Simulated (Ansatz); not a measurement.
The same path of FH + H6Si2 (10 atoms, charge 0, multiplicity 1) was run 3 times with different band settings. Lost on the way: Si1–H2, F9–H10. Made: Si1–F9, H2–H10.

Method: RKS B3LYP/6-31G* (Ansatz 0.2.0).

Relaxed end points:

```xyz
10
Properties=species:S:1:pos:R:3
Si -0.111 0.287 -0.119
H -0.105 0.396 1.370
H 1.292 0.392 -0.596
H -0.870 1.463 -0.633
Si -1.118 -1.731 -0.800
H -1.810 -2.378 0.351
H -2.146 -1.467 -1.848
H -0.125 -2.685 -1.354
F 1.203 -2.191 1.295
H 0.692 -1.881 2.016
```

```xyz
10
Properties=species:S:1:pos:R:3
Si 0.030 0.059 -0.618
H 0.900 -1.560 3.729
H 1.076 0.295 -1.652
H -0.827 1.273 -0.523
Si -1.265 -1.819 -1.175
H -2.326 -2.071 -0.162
H -1.917 -1.552 -2.489
H -0.424 -3.041 -1.305
F 0.772 -0.150 0.812
H 0.883 -1.229 3.063
```

Common settings: optimiser quadratic models (default); start path through a guess of the saddle point; force threshold 0.03 eV/Å; end points relaxed.

| run | movable images | climbing image | spring | iteration limit |
| --- | --- | --- | --- | --- |
| 1 | 9 | yes | 5.0 eV/Å² | 56 |
| 2 | 9 | yes | 0.1 eV/Å² | 51 |
| 3 | 8 | no | 5.0 eV/Å² | 60 |

Task: What does each run give, and how far can it be trusted?

Result: Run 1: converged after 26 iterations, highest image 1.440 eV above the first end. Neighbouring images differ by up to 1.5 eV, so the band resolves the path poorly. A vibrational analysis at the climbing image gives one clearly imaginary mode, 1222i cm⁻¹: a first-order saddle point.
Run 2: converged after 20 iterations, highest image 1.440 eV above the first end. Neighbouring images differ by up to 1.7 eV, so the band resolves the path poorly. Another band between the same ends (9 images) ends at a top of the same energy, where a vibrational analysis finds 1 clearly imaginary mode.
Run 3: converged after 17 iterations, highest image 0.763 eV above the first end. Neighbouring images differ by up to 1.4 eV, so the band resolves the path poorly. No image climbed, so the highest image needn't sit at the top of the path. A band with more images between the same ends climbed to 1.44 eV, so this one has probably stepped over the top.
The orbitals stay closed-shell, which can raise the energy where a bond breaks towards radicals; this wasn't checked here.
